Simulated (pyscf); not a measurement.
`[O][Si]([OH])([F])[F]` [doublet] + `[FH]` -> `[O][Si]([F])([F])[F]` [doublet] + `[OH2]` (four-centre exchange; doublet surface; O–Si, F–H broken, F–Si, H–O formed). PySCF, gas phase, ωB97X-D3(BJ)/def2-SVP geometries. Energies in kcal/mol from the separated reactants.

| level | barrier | reaction energy |
|---|---|---|
| ωB97X-D3(BJ)/def2-TZVP | 15.0 | -5.8 |
| PBE/def2-TZVP | 11.9 | -5.3 |
| r²SCAN/def2-TZVP | 11.5 | -6.0 |
| B3LYP-D3(BJ)/def2-TZVP | 15.6 | -5.9 |
| PBE0-D3(BJ)/def2-TZVP | [?] | -5.5 |
| HF/def2-TZVP | [?] | [?] |

Task: Fill in the missing entries.

Result: 
- PBE0-D3(BJ)/def2-TZVP, barrier: 13.3
- HF/def2-TZVP, barrier: 31.2
- HF/def2-TZVP, reaction energy: -7.0

The functionals in the table span 4.1 kcal/mol in this barrier, from r²SCAN to B3LYP-D3(BJ). On the product side the descent ends in a bound adduct, 11.1 kcal/mol under the separated species and 31.9 kcal/mol under the saddle at ωB97X-D3(BJ)/def2-TZVP. This is the saddle that the search found; another between the same sides may lie lower.
